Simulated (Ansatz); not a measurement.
# CH4NO: the cost of one run

Method: PBE0-D4, def2-SVP first, then def2-TZVP; program: Ansatz 0.2.0, Gaussian basis.

115 further runs of the same task are left out: 1 that didn't finish, 114 set aside as unsound or not needed.

## (1) Where the work starts

The guess: 7 atoms, charge 0, spin multiplicity 2.

Atoms are counted from 1 here; the program's logs count them from 0.

Bond lengths: O1–C2 1.210 Å, C2–H4 1.095 Å, C2–H5 1.098 Å, N3–H6 1.018 Å, N3–H7 1.017 Å. Angles: O1–C2–H4 123.1°, O1–C2–H5 121.2°, H4–C2–H5 115.7°, H6–N3–H7 106.8°.

Coordinates:

```xyz
7
CH4NO
O    -0.7181   -0.2364    0.1074
C    -0.4855   -0.6810   -0.9941
N     0.7942    0.8743    0.9381
H     0.4266   -1.2370   -1.2335
H    -1.1807   -0.5233   -1.8295
H     1.0121    0.2348    1.6993
H     0.1514    1.5686    1.3123
```

Distances that are to change: O1–N3 2.05 Å.

## (2) Relaxing the guess with the reacting distances held

Contents of hold/in.yaml:

```yaml
crystal:
  periodic: [false, false, false]
  atoms:
    - {symbol: O, position_ang: [-0.718100, -0.236400, 0.107400]}
    - {symbol: C, position_ang: [-0.485500, -0.681000, -0.994100]}
    - {symbol: N, position_ang: [0.794200, 0.874300, 0.938100]}
    - {symbol: H, position_ang: [0.426600, -1.237000, -1.233500]}
    - {symbol: H, position_ang: [-1.180700, -0.523300, -1.829500]}
    - {symbol: H, position_ang: [1.012100, 0.234800, 1.699300]}
    - {symbol: H, position_ang: [0.151400, 1.568600, 1.312300]}
basis:
  gaussian: {orbitals: def2-SVP}
magnetization: {spin_polarized: true, initial_magnetization: 1}
hamiltonian: {xc: pbe0, dispersion: d4}
relax: {f_tol: 0.08, max_steps: 120, escape_saddle: false, constraints: [{distance: [0, 2]}]}
```

On the command line:

```console
ansatz run in.yaml --threads 2 --pin off --events-out ev --progress --plain --max-ram 4352MiB
```

**Question.** How long does this run take on 2 threads of Arm Neoverse V2, shared host?

About 9 s.
